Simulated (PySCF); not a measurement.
**Shifts of the heteroatoms**

Molfile (atoms numbered from 1):
```
C4H9NO
     RDKit          3D

 15 14  0  0  0  0  0  0  0  0999 V2000
   -2.2103   -0.3916   -0.3230 C   0  0  0  0  0  0  0  0  0  0  0  0
   -0.7436   -0.4308   -0.7304 C   0  0  0  0  0  0  0  0  0  0  0  0
    0.1545    0.1808    0.3409 C   0  0  0  0  0  0  0  0  0  0  0  0
    1.6191    0.1461   -0.0623 C   0  0  0  0  0  0  0  0  0  0  0  0
    2.4493    0.6813    0.8689 N   0  0  0  0  0  0  0  0  0  0  0  0
    2.0328   -0.3063   -1.1034 O   0  0  0  0  0  0  0  0  0  0  0  0
   -2.5368    0.6343   -0.1630 H   0  0  0  0  0  0  0  0  0  0  0  0
   -2.8326   -0.8310   -1.0984 H   0  0  0  0  0  0  0  0  0  0  0  0
   -2.3677   -0.9492    0.5984 H   0  0  0  0  0  0  0  0  0  0  0  0
   -0.4312   -1.4611   -0.9065 H   0  0  0  0  0  0  0  0  0  0  0  0
   -0.6004    0.1147   -1.6643 H   0  0  0  0  0  0  0  0  0  0  0  0
   -0.1301    1.2210    0.5207 H   0  0  0  0  0  0  0  0  0  0  0  0
    0.0417   -0.3639    1.2820 H   0  0  0  0  0  0  0  0  0  0  0  0
    2.1129    1.0615    1.7348 H   0  0  0  0  0  0  0  0  0  0  0  0
    3.4381    0.7022    0.6837 H   0  0  0  0  0  0  0  0  0  0  0  0
  1  2  1  0
  2  3  1  0
  3  4  1  0
  4  5  1  0
  4  6  2  0
  1  7  1  0
  1  8  1  0
  1  9  1  0
  2 10  1  0
  2 11  1  0
  3 12  1  0
  3 13  1  0
  5 14  1  0
  5 15  1  0
M  END
```

- geometry from GFN2-xTB
- GIAO PBE0/pcSseg-1 shieldings
- program: PySCF
- relativity neglected, one computed conformer, no solvent, rapidly exchanging positions averaged

(1) Predict the 15N NMR data.

(2) Predict the 17O NMR data.

## Answers

(1) 
```
atoms          environment  σ (ppm)  δ (ppm)
   N5  amide-type nitrogen    154.4   -290.3
```

Shieldings were converted by a linear fit to measured shifts: 15N: δ = -148.07 − 0.921σ (rms 6.3 ppm, 71 shifts vs CH3NO2, solution or neat liquid). Occasional misses reach two or three times the rms, and more in compound classes unlike the fitted ones.

On a 600 MHz spectrometer 15N resonates near 60.8 MHz, so 1 ppm is 60.8 Hz.

(2) 
```csv
atoms,environment,σ (ppm),δ (ppm)
O6,amide-type carbonyl oxygen,-85.3,344.4
```

Shieldings were converted by a linear fit to measured shifts: 17O: δ = 266.70 − 0.911σ (rms 10.7 ppm, 155 shifts, 12.2 ppm with the 3 outliers that the fit left out vs liquid water, solution or neat liquid). Occasional misses reach two or three times the rms, and more in compound classes unlike the fitted ones.

On a 600 MHz spectrometer 17O resonates near 81.3 MHz, so 1 ppm is 81.3 Hz.

Hydrogen bonding in solution shields acid and N–H amide carbonyl oxygens by tens of ppm.
